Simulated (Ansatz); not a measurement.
Ansatz (a first-principles code) input:

Ansatz 0.2 input:
```yaml
crystal:
  periodic: [false, false, false]
  atoms:
    - {symbol: C, position_ang: [1.17148061, -0.30103000, -0.02185938]}
    - {symbol: C, position_ang: [0.00707414, 0.65997832, -0.12802736]}
    - {symbol: N, position_ang: [-1.27918118, -0.05648449, 0.03431982]}
    - {symbol: H, position_ang: [2.13081144, 0.22925184, 0.07838298]}
    - {symbol: H, position_ang: [1.10795195, -1.02382691, 0.85462919]}
    - {symbol: H, position_ang: [1.26619138, -0.95524367, -0.90428970]}
    - {symbol: H, position_ang: [0.08038441, 1.35802371, 0.72559417]}
    - {symbol: H, position_ang: [-1.20429109, -0.82735961, 0.73657031]}
    - {symbol: H, position_ang: [-1.49810838, -0.53914382, -0.83180536]}
basis:
  gaussian:
    orbitals: cc-pVTZ
hamiltonian:
  xc: pbe
total_charge: -1
magnetization: {spin_polarized: false}
correlation: {method: rpa, electrons: outside_noble_gas}
```

Q: Which total energy does the run end on?

A: -134.54784 Eh (RPA@PBE/cc-pVTZ). The basis has 174 functions.

It need not be the lowest isomer of its formula. Whether it binds its extra electron was not tested at this geometry.
